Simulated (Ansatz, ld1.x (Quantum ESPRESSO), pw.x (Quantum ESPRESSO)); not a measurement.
## What a changed setting does to a pw.x run (bcc Te)

Potential: ultrasoft, ld1.x (Quantum ESPRESSO) 7.5, PBEsol; core [Kr] 4d10, reference 5s2 5p4; waves: 5s (bound): rcut 1.65, rcutus 2.15 bohr; 5s channel at 2.5 Ry: rcut 1.65, rcutus 2.15 bohr; 5p (bound): rcut 1.75, rcutus 2.40 bohr; 5p channel at 1.05 Ry: rcut 1.75, rcutus 2.40 bohr; 5d channel at -0.1 Ry: rcut 2.20, rcutus 2.45 bohr; local part: all-electron potential smoothed inside 1.85 bohr (lloc = -1); core correction: a·sin(br)/r model core inside 1.80 bohr; augmentation: PSQ, inside the norm-conserving radii.

The reference run (k-mesh 12³, cutoffs 40/320 Ry, Fermi–Dirac 0.01 Ry, mixing_beta 0.4, conv_thr 1e-9, no spin) gives 0.09 GPa at 26.925 Å³/atom, where all-electron LAPW gives 0.01 GPa. This run, with its own iteration cap, changes nosym to true.

```
&control
  calculation='scf', prefix='x', pseudo_dir='./', outdir='./tmp', tstress=.true., disk_io='none'
/
&system
  ibrav=0, nat=1, ntyp=1, ecutwfc=40, ecutrho=320, nbnd=10,
  occupations='smearing', smearing='fd', degauss=0.01, nosym=.true.
/
&electrons
  conv_thr=1e-09, mixing_beta=0.4, electron_maxstep=50
/
ATOMIC_SPECIES
Te 1.0 Te.UPF
CELL_PARAMETERS angstrom
  -1.88813006 1.88813006 1.88813006
  1.88813006 -1.88813006 1.88813006
  1.88813006 1.88813006 -1.88813006
ATOMIC_POSITIONS crystal
Te 0.0000 0.0000 0.0000
K_POINTS automatic
12 12 12 0 0 0
```

```bash
pw.x < Te.scf.in > Te.scf.out
```

Task: How does the run end?

Result: It converges in 7 iterations; the free energy moves by +0.0 meV/atom and the pressure by +0.00 GPa. The result is that of the reference run.

```
lattice parameter (alat)  =       6.1800  a.u.
     unit-cell volume          =     181.6989 (a.u.)^3
     number of electrons       =         6.00
     number of Kohn-Sham states=           10
     kinetic-energy cutoff     =      40.0000  Ry
     charge density cutoff     =     320.0000  Ry
     scf convergence threshold =      1.0E-09
     Exchange-correlation= PBESOL
     number of k points=   868  Fermi-Dirac smearing, width (Ry)=  0.0100
     iteration #  1     ecut=    40.00 Ry     beta= 0.40
     total energy              =     -18.89136892 Ry
     estimated scf accuracy    <       0.00188708 Ry
     iteration #  2     ecut=    40.00 Ry     beta= 0.40
     total energy              =     -18.89129819 Ry
     estimated scf accuracy    <       0.00053344 Ry
     iteration #  3     ecut=    40.00 Ry     beta= 0.40
     total energy              =     -18.89133473 Ry
     estimated scf accuracy    <       0.00000951 Ry
     iteration #  4     ecut=    40.00 Ry     beta= 0.40
     total energy              =     -18.89133593 Ry
     estimated scf accuracy    <       0.00000006 Ry
     iteration #  5     ecut=    40.00 Ry     beta= 0.40
     total energy              =     -18.89133599 Ry
     estimated scf accuracy    <          4.6E-09 Ry
     iteration #  6     ecut=    40.00 Ry     beta= 0.40
     total energy              =     -18.89133599 Ry
     estimated scf accuracy    <          7.9E-09 Ry
     iteration #  7     ecut=    40.00 Ry     beta= 0.40
     the Fermi energy is     8.6416 ev
!    total energy              =     -18.89133599 Ry
     estimated scf accuracy    <          4.0E-12 Ry
     smearing contrib. (-TS)   =      -0.00292263 Ry
     The total energy is F=E-TS. E is the sum of the following terms:
     one-electron contribution =       5.63390100 Ry
     hartree contribution      =       0.41584703 Ry
     xc contribution           =      -6.57905040 Ry
     ewald contribution        =     -18.35911098 Ry
     convergence has been achieved in   7 iterations
          total   stress  (Ry/bohr**3)                   (kbar)     P=        0.91
     Message from routine punch:
     Nothing written, as per user request (disk_io='none')
```

The run took about 68 s on one core of a shared host (Neoverse-V1, 32 threads, 247 GiB, load 17).
